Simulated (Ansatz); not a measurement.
Input file:

```yaml
crystal:
  periodic: [false, false, false]
  atoms:
    - {symbol: C, position_ang: [-0.007272, -0.000001, 1.189056]}
    - {symbol: S, position_ang: [-0.000232, 0.000000, -0.592809]}
    - {symbol: H, position_ang: [1.043518, 0.000004, 1.502027]}
    - {symbol: H, position_ang: [-0.474742, 0.898302, 1.593877]}
    - {symbol: H, position_ang: [-0.474733, -0.898309, 1.593876]}
basis:
  gaussian: {orbitals: cc-pVDZ}
magnetization: {spin_polarized: false, initial_magnetization: 3}
correlation: {active_space: {ras: {orbitals: [5, 3, 33], electrons: 13, max_holes: 2, max_particles: 2}, fixed_orbitals: true}}
accuracy: high
output: {forces: true}
```

```sh
$ ansatz run in.yaml --threads 1 --pin off --events-out ev --progress --plain --max-ram 2393MiB
```

Output:

```
1058 factors; integrals over basis functions are off by at most 3.8e-9 eV
mean field evaluation 1: about -11886.8033 eV, gradient 1.8e1 eV
mean field evaluation 2: about -11886.8624 eV, gradient 1.8e1 eV
mean field evaluation 4: about -11888.7913 eV, gradient 3.6e0 eV
mean field evaluation 8: about -11888.9663 eV, gradient 1.1e-1 eV
mean field evaluation 16: about -11888.9665 eV, gradient 2.0e-8 eV
mean field -11888.96647798 eV, -436.9114594350 hartree, gradient 2.1e-8 eV, S^2 3.750000; 0 other end points of the search recorded, 0 dependent functions left out
reference -11888.96647798 eV, -436.9114594350 hartree; 14, 11 occupied and 33, 36 virtual orbitals, 1058 factors
state -11896.11710903 eV, -437.1742402790 hartree
the calculation of the forces begins
Total energy: -11896.11710903 eV, -437.1742402790 hartree
Atom 0 at    -0.007272    -0.000001     1.189056 Å, force     0.357764    -0.000002     6.348349 eV/Å
Atom 1 at    -0.000232     0.000000    -0.592809 Å, force    -0.017799     0.000004    -7.184282 eV/Å
Atom 2 at     1.043518     0.000004     1.502027 Å, force     0.464291     0.000002     0.192849 eV/Å
Atom 3 at    -0.474742     0.898302     1.593877 Å, force    -0.402130     0.511755     0.321542 eV/Å
Atom 4 at    -0.474733    -0.898309     1.593876 Å, force    -0.402125    -0.511760     0.321542 eV/Å
Dipole moment:    -0.000115     0.000000    -0.073192 e Å
```

Natural occupations: 1.9812 1.9707 1.9667 1.9663 1.9631 0.9971 0.9970 0.9909 0.0187 0.0183 0.0166 0.0122 0.0106 0.0106 0.0103 0.0085 0.0085 0.0070 0.0069 0.0059 0.0050 0.0049 0.0041 0.0031.

Forces (eV/Å):
```
C    0.358  0.000  6.348
S   -0.018  0.000 -7.184
H    0.464  0.000  0.193
H   -0.402  0.512  0.322
H   -0.402 -0.512  0.322
```

Ran on 1 thread of Arm Neoverse V1, shared host: 22 s wall, 0.2 GiB peak host memory.
